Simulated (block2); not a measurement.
**CF (SMILES [C]F) at DMRG/STO-3G**

Aim: the vertical doublet–quartet gap of CF at DMRG/STO-3G, from 2 runs. 

The calculation is run with block2 0.5.4.

5 further runs of the same task are left out: 1 that didn't finish, 4 set aside as unsound or not needed.

### Step 1. Starting point

CF: 2 atoms, total charge 0, spin state doublet. SMILES: `[C]F`. The coordinates come from a PBE0-D4/def2-TZVP relaxation.

Bond lengths: C1–F2 1.268 Å.

### Step 2. A single-point energy at DMRG/STO-3G

The input, prepare.py:

```python
from pyscf import ao2mo, cc, dft, gto, mcscf, mp, scf
from pyscf.tools import fcidump

mol = gto.M(atom="""
C      0.000000     0.000000     0.003080
F      0.000000     0.000000     1.271320
""", basis="sto-3g", spin=1, verbose=4, max_memory=2000)
print("basis functions: %d" % (mol.nao))
mf = scf.ROHF(mol)
mf.conv_tol = 1e-10
mf.max_cycle = 200
mf.kernel()
if not mf.converged:
    mf = mf.newton().run(mf.mo_coeff, mf.mo_occ)
print("E(HF): %.10f" % (mf.e_tot))
ref = scf.UHF(mol).run(mf.make_rdm1(), conv_tol=1e-10)
pt = mp.MP2(ref, frozen=2).run()
mycc = cc.CCSD(ref, frozen=2)
mycc.max_cycle = 150
mycc.kernel()
print("MP2 total energy: %.10f" % (pt.e_tot))
if mycc.converged:
    print("CCSD total energy: %.10f" % (mycc.e_tot))
    print(f"E(CCSD(T)): {mycc.e_tot + mycc.ccsd_t():.10f}")
ks = dft.UKS(mol, xc="tpss").set(conv_tol=1e-9, verbose=3).run(mf.make_rdm1())
if ks.converged:
    print(f"E(TPSS): {ks.e_tot:.8f}")
ks = dft.UKS(mol, xc="bhandhlyp").set(conv_tol=1e-9, verbose=3).run(mf.make_rdm1())
if ks.converged:
    print("E(BHLYP): %.8f" % (ks.e_tot))
ks = dft.UKS(mol, xc="tpssh").set(conv_tol=1e-9, verbose=3).run(mf.make_rdm1())
if ks.converged:
    print(f"E(TPSSh): {ks.e_tot:.8f}")
ks = dft.UKS(mol, xc="pbe0").set(conv_tol=1e-9, verbose=3).run(mf.make_rdm1())
if ks.converged:
    print(f"E(PBE0): {ks.e_tot:.8f}")
occ_no, mo = mcscf.addons.make_natural_orbitals(cc.CCSD(mf.to_uhf(), frozen=2).run())
mf.mo_coeff = mo
cas = mcscf.CASCI(mf, 8, 11)
h1, ecore = cas.get_h1eff()
fcidump.from_integrals("FCIDUMP", h1, cas.get_h2eff(), 8, 11, nuc=ecore, ms=1)
ci = mcscf.CASCI(mf, 8, (6, 5))
ci.fix_spin_(ss=0.75)
ci.fcisolver.conv_tol = 1e-10
ci.fcisolver.max_cycle = 200
ci.kernel()
print(f"exact diagonalisation: {ci.e_tot:.10f}")
```

The input, dmrg.conf:

```
sym c1
orbitals FCIDUMP
nelec 11
spin 1
irrep 1
schedule
0 25 1E-09 1E-04
3 50 1E-09 1E-04
7 100 1E-09 1E-05
9 100 1E-10 0.0
end
maxiter 15
sweep_tol 1E-07
fiedler
mem 2g
num_thrds 1
prefix ./tmp
outputlevel 1
onepdm
```

The run is started by

```
$ python prepare.py && block2main dmrg.conf
```

Log:

```text
$ python prepare.py

[INPUT] verbose = 4
[INPUT] num. atoms = 2
[INPUT] num. electrons = 15
[INPUT] charge = 0
[INPUT] spin (= nelec alpha-beta = 2S) = 1
[INPUT] symmetry False subgroup None
[INPUT] Mole.unit = angstrom
[INPUT] Symbol           X                Y                Z      unit          X                Y                Z       unit  Magmom
[INPUT]  1 C      0.000000000000   0.000000000000   0.003080000000 AA    0.000000000000   0.000000000000   0.005820356464 Bohr   0.0
[INPUT]  2 F      0.000000000000   0.000000000000   1.271320000000 AA    0.000000000000   0.000000000000   2.402446616682 Bohr   0.0

nuclear repulsion = 22.5316733344477
number of shells = 6
number of NR pGTOs = 30
number of NR cGTOs = 10
basis = sto-3g
ecp = {}
CPU time:         0.47
basis functions: 10

[... 37 lines left out ...]
converged SCF energy = -135.303024109595
[... 80 lines left out ...]
Init t2, MP2 energy = -0.055621361409323
[... 15 lines left out ...]
MP2 total energy: -135.3596391803
[... 12 lines left out ...]
converged SCF energy = -135.895466022766  <S^2> = 0.75166438  2S+1 = 2.0016637
[... 21 lines left out ...]
converged SCF energy = -135.8863134141  <S^2> = 0.75179996  2S+1 = 2.0017991
[... 25 lines left out ...]
Init t2, MP2 energy = -0.0558446902296995
[... 31 lines left out ...]
sorting_mo_energy = False
[... 51 lines left out ...]
integral sym error =            0
[... 46 lines left out ...]
DMRG Energy = -135.379849565921063
[... 2 lines left out ...]
Build NPDM MPO | Nsites =     8 | Nmaxops =  2 | SymbolFree = T | Cutoff = 0.00e+00
 Site =     0 /     8 .. L =        4 R =        1 M =            0 Tmid = 0.000 T = 0.000
 Site =     1 /     8 .. L =        4 R =       15 M =           15 Tmid = 0.000 T = 0.000
 Site =     2 /     8 .. L =        4 R =       13 M =           13 Tmid = 0.000 T = 0.000
 Site =     3 /     8 .. L =        4 R =       11 M =           11 Tmid = 0.000 T = 0.000
 Site =     4 /     8 .. L =        4 R =        9 M =            9 Tmid = 0.000 T = 0.000
 Site =     5 /     8 .. L =        4 R =        7 M =            7 Tmid = 0.000 T = 0.000
 Site =     6 /     8 .. L =        4 R =        5 M =            5 Tmid = 0.000 T = 0.000
 Site =     7 /     8 .. L =        1 R =        4 M =            4 Tmid = 0.000 T = 0.000
Ttotal =      0.000

Expectation | Direction =  forward | BRA bond dimension =  100 | KET bond dimension =  100
Time elapsed =      0.015
NPDM Sorting | Nsites =     8 | Nmaxops =  2 | DotSite = 2 | SymbolFree = T | Compressed = T | LowMem = F | Mem = 512 B
Ttotal =      0.000

DMRG OCC =   1.999 1.962 1.979 1.986 1.955 0.072 1.014 0.034
```

It took 4.4 s on 1 thread of AMD EPYC 7R43 (Zen 3), shared host; peak memory 0.18 GiB.

### Step 3. The quartet: the energy at DMRG/STO-3G

The input, integrals.py:

```python
from pyscf import ao2mo, cc, dft, gto, mcscf, mp, scf
from pyscf.tools import fcidump

geom = "mol.xyz"
mol = gto.M(
    atom=geom,
    basis="sto-3g",
    spin=3,
    verbose=3,
    max_memory=2000,
)
print("basis functions                = %d" % (mol.nao))
mf = scf.ROHF(mol)
mf.conv_tol = 1e-10
mf.max_cycle = 200
mf.kernel()
if not mf.converged:
    mf = mf.newton().run(mf.mo_coeff, mf.mo_occ)
print("reference energy               = %.10f" % (mf.e_tot))
# single-reference ladder for comparison
ref = scf.UHF(mol).run(mf.make_rdm1(), conv_tol=1e-10)
pt = mp.MP2(ref, frozen=2).run()
mycc = cc.CCSD(ref, frozen=2)
mycc.max_cycle = 150
mycc.kernel()
print("E(MP2)                         = %.10f" % (pt.e_tot))
if mycc.converged:
    print(f"CCSD total energy              = {mycc.e_tot:.10f}")
    print(f"E(CCSD(T))                     = {mycc.e_tot + mycc.ccsd_t():.10f}")
# a few density functionals on the same geometry and basis
ks = dft.UKS(mol, xc="tpss").set(conv_tol=1e-9, verbose=3).run(mf.make_rdm1())
if ks.converged:
    print("E(TPSS)                        = %.8f" % (ks.e_tot))
ks = dft.UKS(mol, xc="bhandhlyp").set(conv_tol=1e-9, verbose=3).run(mf.make_rdm1())
if ks.converged:
    print(f"E(BHLYP)                       = {ks.e_tot:.8f}")
ks = dft.UKS(mol, xc="tpssh").set(conv_tol=1e-9, verbose=3).run(mf.make_rdm1())
if ks.converged:
    print(f"E(TPSSh)                       = {ks.e_tot:.8f}")
ks = dft.UKS(mol, xc="pbe0").set(conv_tol=1e-9, verbose=3).run(mf.make_rdm1())
if ks.converged:
    print("E(PBE0)                        = %.8f" % (ks.e_tot))
# rotate to MP2 natural orbitals
occ_no, mo = mcscf.addons.make_natural_orbitals(mp.MP2(mf.to_uhf(), frozen=2).run())
mf.mo_coeff = mo
# write the integrals of the correlated orbitals
cas = mcscf.CASCI(mf, 8, 11)
h1, ecore = cas.get_h1eff()
fcidump.from_integrals("FCIDUMP", h1, cas.get_h2eff(), 8, 11, nuc=ecore, ms=3)
# exact diagonalisation in the same space
ci = mcscf.CASCI(mf, 8, (7, 4))
ci.fix_spin_(ss=3.75)
ci.fcisolver.conv_tol = 1e-10
ci.fcisolver.max_cycle = 200
ci.kernel()
print("exact diagonalisation          = %.10f" % (ci.e_tot))
```

The input, block.conf:

```
sym c1
orbitals FCIDUMP
nelec 11
spin 3
irrep 1
occ 2 2 2 2 1 1 1 0
cbias 0.2
schedule
0 12 1E-09 1E-03
2 25 1E-09 1E-04
6 50 1E-09 1E-04
10 100 1E-09 1E-05
14 100 1E-10 0.0
end
maxiter 20
sweep_tol 1E-06
fiedler
mem 1g
num_thrds 1
prefix ./tmp
outputlevel 1
onepdm
```

The run is started by

```
$ python integrals.py && block2main block.conf
```

Log:

```text
$ python integrals.py
basis functions                = 10
converged SCF energy = -135.226388296565
reference energy               = -135.2263882966
converged SCF energy = -135.2268466959  <S^2> = 3.7514836  2S+1 = 4.0007417
E(UMP2) = -135.255255729211  E_corr = -0.0284090333107398
E(SCS-UMP2) = -135.255103327788  E_corr = -0.0282566318884447
E(UCCSD) = -135.26518132122  E_corr = -0.038334625319941
E(MP2)                         = -135.2552557292
CCSD total energy              = -135.2651813212
UCCSD(T) correction = -0.00124707349249405
E(CCSD(T))                     = -135.2664283947

WARN: HOMO -0.0169478922745021 >= LUMO -0.125769764397306

WARN: HOMO 0.000139366469412858 >= LUMO -0.0710342260305578

WARN: HOMO -0.0241639260783139 >= LUMO -0.111380291327326

WARN: HOMO -0.0250492072584104 >= LUMO -0.109108809103847

WARN: HOMO -0.0249649572989319 >= LUMO -0.109129682998126

[... 4 lines left out ...]
WARN: HOMO -0.0249678578709902 >= LUMO -0.109159715962145
[... 6 lines left out ...]
WARN: HOMO -0.0498743949373216 >= LUMO -0.108314991006919
[... 5 lines left out ...]
WARN: HOMO -0.055872481504503 >= LUMO -0.0917350769081737
[... 5 lines left out ...]
WARN: HOMO -0.0558358615193674 >= LUMO -0.0917640234462385
[... 5 lines left out ...]
converged SCF energy = -135.607463093884  <S^2> = 3.7502544  2S+1 = 4.0001272
[... 42 lines left out ...]
integral sym error =            0
[... 61 lines left out ...]
DMRG Energy = -135.266796214427160
[... 2 lines left out ...]
Build NPDM MPO | Nsites =     8 | Nmaxops =  2 | SymbolFree = T | Cutoff = 0.00e+00
 Site =     0 /     8 .. L =        4 R =        1 M =            0 Tmid = 0.000 T = 0.000
 Site =     1 /     8 .. L =        4 R =       15 M =           15 Tmid = 0.000 T = 0.000
 Site =     2 /     8 .. L =        4 R =       13 M =           13 Tmid = 0.000 T = 0.000
 Site =     3 /     8 .. L =        4 R =       11 M =           11 Tmid = 0.000 T = 0.000
 Site =     4 /     8 .. L =        4 R =        9 M =            9 Tmid = 0.000 T = 0.000
 Site =     5 /     8 .. L =        4 R =        7 M =            7 Tmid = 0.000 T = 0.000
 Site =     6 /     8 .. L =        4 R =        5 M =            5 Tmid = 0.000 T = 0.000
 Site =     7 /     8 .. L =        1 R =        4 M =            4 Tmid = 0.000 T = 0.000
Ttotal =      0.000

Expectation | Direction = backward | BRA bond dimension =  100 | KET bond dimension =  100
Time elapsed =      0.016
NPDM Sorting | Nsites =     8 | Nmaxops =  2 | DotSite = 2 | SymbolFree = T | Compressed = T | LowMem = F | Mem = 512 B
Ttotal =      0.000

DMRG OCC =   1.999 1.991 1.991 1.973 1.008 1.008 1.002 0.027
```

Run time: 4.7 s. Hardware: 1 thread of AMD EPYC 7R43 (Zen 3), shared host; peak memory 0.18 GiB.

### Step 4. Outcome

Level: DMRG/STO-3G, 2 core orbitals frozen.

```
                                        quantity          value
                run 1, DMRG/STO-3G: total energy  -135.37985 Eh
                           quartet: total energy  -135.26680 Eh
vertical energy of the quartet above the doublet       3.076 eV
```

**Reading.** At this shape the quartet lies 3.08 eV (297 kJ/mol) above the doublet. In a minimal basis such a difference can be off by several eV, whatever the method.
